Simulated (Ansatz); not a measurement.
## Setting up AlH (SMILES [AlH]) in Ansatz

AlH has 2 atoms, charge 0, and is taken as a singlet. SMILES: `[AlH]`. The coordinates come from a PBE0-D4/def2-TZVP relaxation.

```xyz
2

Al    0.0000    0.0000   -0.0256
H     0.0000    0.0000    1.6391
```

Settings wanted:

```yaml
basis_set: cc-pVTZ
integral_approximation: none
task: energy
method: DFT
functional: CAM-B3LYP
reference: RKS
relativity: none
accuracy: high
```

Q: Write the Ansatz 0.2.0 input and the command.

A: One that was run (others would do as well):

in.yaml:
```yaml
crystal:
  periodic: [false, false, false]
  atoms:
    - symbol: Al
      position_ang: [-0.000000, 0.000000, -0.025640]
    - symbol: H
      position_ang: [0.000000, -0.000000, 1.639110]
basis:
  gaussian:
    orbitals: cc-pVTZ
magnetization:
  spin_polarized: false
hamiltonian:
  xc: {name: CAM-B3LYP}
accuracy: high
```

```bash
$ ansatz run in.yaml --threads 1 --pin off --max-ram 3480MiB --events-out events.jsonl --progress --plain --runs-dir runs
```

Calculated total energy: -242.98397 Eh.
